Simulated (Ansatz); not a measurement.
This geometry of AlH$_{5}$S (7 atoms, charge 0, multiplicity 1) is a first-order saddle point.

These are results of RKS PBE-D4/def2-SVP in Ansatz 0.2.0, not measurements.

```xyz
7
Properties=species:S:1:pos:R:3
Al 0.100 -0.232 -0.071
H -0.132 -0.045 1.615
H 1.570 0.234 -0.468
H -1.263 -0.013 -0.871
S 0.269 -2.567 0.679
H -1.078 -2.769 0.644
H 0.034 -1.250 1.542
```

**Question.** Which two structures does it join? (They come from a converged band through this point; their orientation in space is the band's.)

**Answer.** Bonds broken: Al1–H2, S5–H7. Bonds formed: H2–H7. AlH5S becomes AlH3S + H2.

First end point:

```xyz
7
Properties=species:S:1:pos:R:3
Al -0.039 0.077 -0.008
H -0.561 0.563 1.436
H 1.523 0.239 -0.356
H -1.104 -0.051 -1.207
S 0.089 -2.464 0.470
H -1.132 -2.609 1.060
H 0.724 -2.400 1.675
```

Last end point:

```xyz
7
Properties=species:S:1:pos:R:3
Al 0.113 -0.690 -0.256
H 0.046 0.328 1.913
H 1.515 0.041 -0.457
H -1.309 -0.013 -0.513
S 0.207 -2.859 0.168
H -1.147 -3.016 0.169
H 0.075 -0.434 2.046
```

**Question.** How far does it lie above each of them?

**Answer.** 7.5 kcal/mol above the first and 18.0 kcal/mol above the second. This is the barrier of this one path; another mechanism may lie lower. The orbitals stay closed-shell, which can raise the energy where a bond breaks towards radicals; this wasn't checked here.

Time of the run: 2 min on 1 thread of Arm Neoverse V1, on a shared host, peak memory 0.11 GiB.
